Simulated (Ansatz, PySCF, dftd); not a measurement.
System: P$_{2}$, charge 0, singlet. P2 (SMILES P#P).
B3LYP-D3(BJ)/def2-TZVP minimum from Ansatz (an electronic-structure program):
```
P
P 1 1.8895
```

Property: enthalpy of formation at 298 K (by atomisation, with ideal-gas terms from PySCF's Hessian at B3LYP-D3(BJ)/def2-TZVP and the atoms' measured values of the G2/97 table; no spin-orbit terms), in kcal/mol. Open shells are spin-unrestricted; no spin-orbit coupling. CBS(X,Y): correlation extrapolated as X^-3, Hartree-Fock from the larger set (Q,5: extrapolated as (X+1)exp(-9√X)). A bracket is a step between two methods taken in the basis named. Functionals run without relativity, which enters their misses. Double hybrids freeze cores in their MP2 part. '+ core + X2C': CCSD(T) terms for core correlation (cc-pwCVTZ, 1s frozen past Ne) and scalar relativity (cc-pVTZ-DK). The restricted determinant of P2 (P#P, singlet) is unstable towards broken spin symmetry in at least one set run.

Compared with CCSD(T)/CBS(cc-pV(Q+d)Z,cc-pV(5+d)Z) + [CCSDT(Q) - CCSD(T)]/cc-pV(5+d)Z + [CCSDTQ - CCSDT(Q)]/cc-pV(D+d)Z + core + X2C (Ansatz): 34.4 kcal/mol.

Costs are rough ratios of core time, to one figure, on one kind of shared machine, summed over the single points of the molecules; atoms, geometries and frequencies are left out. The first row took roughly 2 core seconds; short runs hold start-up time.

```
level                                                                                        program  cost relative to the first row  difference (kcal/mol)
------------------------------------------------------------------------------------  --------------  ------------------------------  ---------------------
r2SCANh-D4/def2-TZVPD                                                                 Ansatz + dftd4                               1                    7.2
B2GP-PLYP-D3(BJ)/def2-TZVPD                                                           Ansatz + dftd3                               2                    2.8
B2GP-PLYP-D4/def2-TZVPD                                                               Ansatz + dftd4                               2                    4.0
CCSD(T)/CBS(cc-pV(T+d)Z,cc-pV(Q+d)Z) + core + X2C                                             Ansatz                              30                    0.8
CCSD(T)/CBS(cc-pV(Q+d)Z,cc-pV(5+d)Z) + [CCSDT(Q) - CCSD(T)]/cc-pV(D+d)Z + core + X2C          Ansatz                              50                   -0.3
CCSD(T)/CBS(cc-pV(Q+d)Z,cc-pV(5+d)Z) + [CCSDT(Q) - CCSD(T)]/cc-pV(Q+d)Z + core + X2C          Ansatz                             200                   -0.1
CCSD(T)/CBS(cc-pV(Q+d)Z,cc-pV(5+d)Z) + [CCSDT(Q) - CCSD(T)]/cc-pV(5+d)Z + core + X2C          Ansatz                             700                   -0.1
```

The dearest row costs roughly 700 times the first. Costs within a factor of two don't rank. The table holds for this case alone.
